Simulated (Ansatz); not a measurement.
# AlFH₄Si (SMILES F[SiH2][AlH2]): one structure at several levels

The task here is to estimate one member of a computed series from the others.

The runs use Ansatz 0.2.0, Gaussian basis; single points in def2-TZVPP.

Cores are frozen in the correlated methods. B3LYP uses VWN-RPA correlation.

**The starting structure**

SMILES `F[SiH2][AlH2]`, 7 atoms, charge 0, spin multiplicity 1.

Atoms are counted from 1 here; the program's logs count them from 0.

Bond lengths: F1–Si2 1.620 Å, Si2–Al3 2.458 Å, Si2–H4 1.491 Å, Si2–H5 1.477 Å, Al3–H6 1.546 Å, Al3–H7 1.547 Å. Angles: F1–Si2–Al3 109.3°, F1–Si2–H4 99.6°, F1–Si2–H5 102.0°, Al3–Si2–H4 116.0°, Al3–Si2–H5 121.4°, H4–Si2–H5 105.5°, Si2–Al3–H6 124.7°, Si2–Al3–H7 122.1°, H6–Al3–H7 113.1°.

As a file:

```mol
AlFH4Si
  3D, bonds by distance, orders not assigned

  7  6  0  0  0  0  0  0  0  0999 V2000
   -2.1271   -0.0827    0.1174 F   0  0
   -0.7272   -0.1682   -0.6924 Si  0  0
    1.1324    0.2988    0.8459 Al  0  0
   -0.8194   -1.5663   -1.2011 H   0  0
   -0.9961    0.6951   -1.8600 H   0  0
    1.0332    1.2008    2.0976 H   0  0
    2.5136   -0.3823    0.6958 H   0  0
  1  2  8  0
  2  3  8  0
  2  4  8  0
  2  5  8  0
  3  6  8  0
  3  7  8  0
M  END
```

Set-up of the first run:

run/in.yaml reads:

```yaml
crystal:
  periodic: [false, false, false]
  atoms:
    - {symbol: F, position_ang: [-2.127100, -0.082700, 0.117400]}
    - {symbol: Si, position_ang: [-0.727200, -0.168200, -0.692400]}
    - {symbol: Al, position_ang: [1.132400, 0.298800, 0.845900]}
    - {symbol: H, position_ang: [-0.819400, -1.566300, -1.201100]}
    - {symbol: H, position_ang: [-0.996100, 0.695100, -1.860000]}
    - {symbol: H, position_ang: [1.033200, 1.200800, 2.097600]}
    - {symbol: H, position_ang: [2.513600, -0.382300, 0.695800]}
basis:
  gaussian: {orbitals: def2-TZVPP}
correlation: {method: ccsd_t}
output: {forces: true}
```

The command line of these runs was not kept.

Among the steps run: CCSD(T)/def2-TZVPP; PBE0-D4/def2-TZVPP; wB97M-V/def2-TZVPP; r2SCAN-D4/def2-TZVPP; PBE-D4/def2-TZVPP; B3LYP-D4/def2-TZVPP; r2SCAN0-D4/def2-TZVPP.

One of the session's tables, all rows but one given; the rest of the session is left out.

| method | RMS force component (eV/Å) | angle to CCSD(T) forces (°) | dipole (D) |
| --- | --- | --- | --- |
| CCSD(T) | 0.361 | reference | 1.70 |
| PBE0-D4 | 0.355 | 9.5 | 1.67 |
| wB97M-V | 0.317 | 8.9 | 1.72 |
| r2SCAN-D4 | 0.348 | 8.8 | 1.60 |
| PBE-D4 | 0.372 | 33.6 | 1.54 |
| B3LYP-D4 | ? | ? | ? |
| r2SCAN0-D4 | 0.383 | 15.6 | 1.71 |

Q: Estimate the row for B3LYP-D4 from the others.

As computed: RMS force component (eV/Å): 0.335; angle to CCSD(T) forces (°): 8.9; dipole (D): 1.70. In the column «RMS force component (eV/Å)» it lies between wB97M-V (0.317) and r2SCAN-D4 (0.348).
